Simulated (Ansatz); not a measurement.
Cubic perovskite SrTiO3 (cubic form, which distorts at low temperature) was calculated with LDA (Ansatz, a quantum-chemistry and plane-wave program, plane waves, PAW).

Run with plane-wave cutoff 520 eV, 6×6×6 k mesh, perturbation theory, no spin polarisation, scalar-relativistic PAW data made under PBE.

The cell has the measured lattice: a = 3.9050 Å, b = 3.9050 Å, c = 3.9050 Å, α = 90.00°, β = 90.00°, γ = 90.00°.

Problem. Predict the high-frequency dielectric constant.

Solution. 
* **high-frequency dielectric constant**: 6.37

Measured, for comparison: high-frequency dielectric constant 5.2 (temperature not stated, no zero-point or thermal correction; as tabulated in Pishtshev (2010), arXiv:1006.0353). Computed (rounded) less measured: high-frequency dielectric constant +22 %.

Note: the run finds an imaginary mode (138i cm⁻¹), so the cell is a saddle point at this level; the cell isn't this level's own, so it is under some stress, which shifts stiffness and frequencies.

Cost on a shared machine: about 5 core-minutes (a rough figure).
